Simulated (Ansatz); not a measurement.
# AlNH₂ (triplet): from Hartree-Fock to the top rungs, cc-pVDZ

One table from this session's results is given with a row withheld; the runs are named, their logs left out.

Method: cc-pVDZ, core rule «outside noble gas», up to 6 orbitals frozen; program: Ansatz 0.2.0, Gaussian basis.

Plan: UHF; CCSD(T) on ROHF; CCSD(T) on UHF; BCCD(T) on ROHF; CISD; CCSDT(Q) on ROHF; CCSDT(Q) on UHF; CCSDTQ on ROHF.

7 further runs of the same task are left out: 4 for a known fault of the program, 3 set aside as unsound or not needed.

## The geometry

The geometry is a PBE0/def2-TZVP stationary point (not a proven minimum) of the parent state, kept for this charge and spin.

4 atoms, charge 0, spin multiplicity 3.

Atoms are counted from 1 here; the program's logs count them from 0.

Bond lengths: Al1–N2 1.614 Å, Al1–H3 1.559 Å, N2–H4 0.997 Å. Angles: N2–Al1–H3 173.6°, Al1–N2–H4 169.2°.

Coordinates:

```xyz
4

Al    0.0000   -0.0211    0.6643
N     0.0000    0.0382   -0.9486
H     0.0000    0.0963    2.2187
H     0.0000   -0.1134   -1.9344
```

The first run:

The input, in.yaml:

```yaml
crystal:
  periodic: [false, false, false]
  atoms:
    - {symbol: Al, position_ang: [0.000000, -0.021076, 0.664322]}
    - {symbol: N, position_ang: [0.000000, 0.038158, -0.948564]}
    - {symbol: H, position_ang: [0.000000, 0.096278, 2.218682]}
    - {symbol: H, position_ang: [0.000000, -0.113360, -1.934441]}
basis:
  gaussian: {orbitals: cc-pVDZ}
magnetization: {spin_polarized: true, initial_magnetization: 2}
hamiltonian: {xc: hf}
output: {orbitals: {seedname: orbitals}}
```

The run is started by

```sh
> ansatz run in.yaml --threads 1 --pin off --events-out ev --progress --plain --max-ram 4096MiB --backend cpu
```

Among the steps run: UHF; CCSD(T) on ROHF; CCSD(T) on UHF; BCCD(T) on ROHF; CISD; CCSDT(Q) on ROHF; CCSDT(Q) on UHF; CCSDTQ on ROHF.

One of the session's tables, all rows but one given; the rest of the session is left out.

It belongs to the step «Misses and costs». 

| method | from RCCSDTQ (kJ/mol) |
| --- | --- |
| ROHF | +581.1 |
| UHF | +568.7 |
| RMP2 | +93.9 |
| UMP2 | ? |
| CISD | +55.1 |
| RCCSD | +20.6 |
| UCCSD | +20.3 |
| RCCSD(T) | +7.8 |
| UCCSD(T) | +7.8 |
| BCCD(T) | +7.8 |
| RCCSDT | +2.3 |
| UCCSDT | +2.3 |
| RCCSDT(Q) | +0.3 |
| UCCSDT(Q) | +0.3 |
| RCCSDTQ | 0 |

Q: Estimate the row for UMP2 from the others.

The run gave: from RCCSDTQ (kJ/mol): +93.7. In the column «from RCCSDTQ (kJ/mol)» it lies between CISD (+55.1) and RMP2 (+93.9).

Caveats from the session: Restricted and unrestricted rows rest on different reference determinants; where their highest levels disagree by more than a few hundredths of an eV, they describe different states and don't form one ladder.
